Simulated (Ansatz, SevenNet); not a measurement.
Elastic constant C12 (GPa) of 29 elemental solids other than molecular ones, computed with the machine-learned potential SevenNet-0 (trained on PBE and PBE+U data) and with r²SCAN (Ansatz, a program for electronic structure, PAW). The set holds measured phases with no doubt noted on the run or the magnetic state but for the caveats below. 4 more of the class have both values but aren't in it, for one of these reasons: built or high-temperature cells, doubts on the run or the magnetic state, unlike cells, values of zero, layered or molecular crystals. Solids without a value at one level (not run, failed, or a magnetic order lost), or held back for tests, aren't counted.

All rows, in order of the shift (worked out from unrounded values):

```
solid                 SevenNet-0  r²SCAN  shift (%)
--------------------  ----------  ------  ---------
hcp Be                       104    18.6        -82
diamond                      267     120        -55
hcp Zn                      86.5    45.0        -48
hcp Os                       374     237        -37
bcc Li                      16.7    12.2        -27
double-hcp La               22.2    16.5        -25
hcp Zr                      83.9    65.1        -22
hcp Re                       337     292      -13.3
fcc Ir                       287     249      -13.2
fcc Rh                       228     199      -12.6
hcp Cd                      47.1    41.3      -12.3
hcp Y                       33.1    29.1      -11.9
hcp Ti                       101    89.1      -11.8
hcp Mg                      29.4    26.0      -11.7
diamond-structure Si        69.5    61.6      -11.4
hcp Tc                       271     242      -10.7
hcp Sc                      43.5    42.9       -1.4
fcc Pt                       237     242       +2.3
fcc Sr                      9.88    10.2       +2.9
fcc Al                      67.4    73.3       +8.7
fcc Ag                      84.3    92.7       +9.9
bcc Na                      6.41    7.10      +10.7
fcc Au                       130     144      +11.0
fcc Cu                       126     143      +13.4
fcc Pd                       150     170      +13.8
fcc Ca                      13.1    15.5      +18.1
fcc Pb                      33.2    40.9        +23
diamond-structure Ge        34.2    43.8        +28
bcc K                       2.01    3.21        +59
```

The shift from SevenNet-0 to r²SCAN has a median of -11.4 %, and eight in ten lie between -39 % and +19.1 %; r²SCAN is the larger in 12 of 29. Each level is at its own cell, so the shift holds the change of volume too.

Ansatz's runs of these crystals have no spin polarisation. Meta-GGA and hybrid levels favour moments, which can bear on fcc Pd, hcp Sc, fcc Pt, hcp Ti, hcp Y, fcc Rh.

Spin–orbit coupling is left out, also for the solids with elements from indium on (fcc Pt, hcp Os, double-hcp La, fcc Ir, hcp Re, fcc Pb, fcc Au); its size isn't shown.

Each level is taken at its own relaxed cell. Ansatz's density-functional and Hartree–Fock values are scalar-relativistic unless marked +SOC, with PAW data made under PBE.
